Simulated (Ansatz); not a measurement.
# C₅H₉F: basis-set convergence

How large a basis does C₅H₉F need? Two functionals are run in growing sets.

Program: Ansatz 0.2.0, Gaussian basis. Level of theory: one geometry, several basis sets. These are calculated values, not measurements.

Levels to be run: PBE0-D4/def2-SVP; ωB97M-V/def2-SVP; PBE0-D4/def2-QZVPP; ωB97M-V/def2-QZVPP; the functionals' def2-TZVPP values are taken from earlier runs.

## (1) Structure used throughout

All runs share one geometry, relaxed beforehand with PBE0-D4 in a triple-zeta def2 set.

SMILES `FC1CCCC1`, 15 atoms, charge 0, spin multiplicity 1.

Atoms are counted from 1 here; the program's logs count them from 0.

Bond lengths: F1–C2 1.398 Å, C2–C3 1.527 Å, C2–C6 1.515 Å, C2–H7 1.093 Å, C3–C4 1.543 Å, C3–H8 1.091 Å, C3–H9 1.092 Å, C4–C5 1.531 Å, C4–H10 1.094 Å, C4–H11 1.091 Å, C5–C6 1.525 Å, C5–H12 1.091 Å, C5–H13 1.093 Å, C6–H14 1.091 Å, C6–H15 1.096 Å. Angles: F1–C2–C3 109.0°, F1–C2–C6 108.5°, F1–C2–H7 106.2°, C3–C2–C6 105.2°, C3–C2–H7 113.7°, C6–C2–H7 114.1°, C2–C3–C4 106.2°, C2–C3–H8 108.7°, C2–C3–H9 110.5°, C4–C3–H8 112.8°, C4–C3–H9 111.6°, H8–C3–H9 107.1°, C3–C4–C5 105.2°, C3–C4–H10 110.0°, C3–C4–H11 112.5°, C5–C4–H10 109.8°, C5–C4–H11 112.5°, H10–C4–H11 106.9° and more.

Geometry (Å):

| atom | x (Å) | y (Å) | z (Å) |
| --- | --- | --- | --- |
| F1 | -1.9821 | 0.2632 | 0.8361 |
| C2 | -1.2210 | 0.0366 | -0.3139 |
| C3 | -0.3831 | -1.2241 | -0.1156 |
| C4 | 1.0258 | -0.7442 | 0.2899 |
| C5 | 0.8882 | 0.7642 | 0.5152 |
| C6 | -0.2180 | 1.1632 | -0.4552 |
| H7 | -1.9320 | -0.0332 | -1.1408 |
| H8 | -0.8565 | -1.8415 | 0.6497 |
| H9 | -0.3585 | -1.8149 | -1.0337 |
| H10 | 1.7331 | -0.9336 | -0.5223 |
| H11 | 1.4074 | -1.2648 | 1.1696 |
| H12 | 1.8215 | 1.3061 | 0.3520 |
| H13 | 0.5624 | 0.9683 | 1.5388 |
| H14 | -0.6707 | 2.1360 | -0.2572 |
| H15 | 0.1615 | 1.1680 | -1.4833 |

## (2) PBE0-D4 in def2-SVP

in.yaml reads:

```yaml
crystal:
  periodic: [false, false, false]
  atoms:
    - {symbol: F, position_ang: [-1.982121, 0.263202, 0.836131]}
    - {symbol: C, position_ang: [-1.220970, 0.036610, -0.313946]}
    - {symbol: C, position_ang: [-0.383120, -1.224121, -0.115576]}
    - {symbol: C, position_ang: [1.025845, -0.744186, 0.289910]}
    - {symbol: C, position_ang: [0.888213, 0.764184, 0.515213]}
    - {symbol: C, position_ang: [-0.217968, 1.163169, -0.455248]}
    - {symbol: H, position_ang: [-1.932017, -0.033209, -1.140790]}
    - {symbol: H, position_ang: [-0.856494, -1.841524, 0.649671]}
    - {symbol: H, position_ang: [-0.358531, -1.814927, -1.033693]}
    - {symbol: H, position_ang: [1.733146, -0.933591, -0.522319]}
    - {symbol: H, position_ang: [1.407382, -1.264785, 1.169592]}
    - {symbol: H, position_ang: [1.821496, 1.306058, 0.351992]}
    - {symbol: H, position_ang: [0.562372, 0.968292, 1.538790]}
    - {symbol: H, position_ang: [-0.670743, 2.136027, -0.257155]}
    - {symbol: H, position_ang: [0.161509, 1.168001, -1.483272]}
basis:
  gaussian: {orbitals: def2-SVP}
hamiltonian: {xc: pbe0, dispersion: d4}
output: {orbitals: {seedname: orbitals}}
```

Launch:

```bash
$ ansatz run in.yaml --threads 4 --pin off --events-out ev --progress --plain --max-ram 11315MiB
```

The runs that follow: ωB97M-V in def2-SVP; PBE0-D4 in def2-QZVPP; ωB97M-V in def2-QZVPP.

**Question.** What will the summary of the whole plan be? Wanted: PBE0-D4: double and triple zeta above quadruple; ωB97M-V: double and triple zeta above quadruple.

As calculated:

| quantity | value |
| --- | --- |
| PBE0-D4: double and triple zeta above quadruple | 9.48, 0.43 eV |
| ωB97M-V: double and triple zeta above quadruple | 9.87, 0.42 eV |

PBE0-D4 gains 9.05 eV from double to triple zeta, then 0.43 eV more. Total energies overstate the basis error of differences, where much of it tends to cancel. The LUMO of ωB97M-V is positive and keeps falling with the basis (3.25 to 1.84 eV): an unbound level that the basis holds in place.
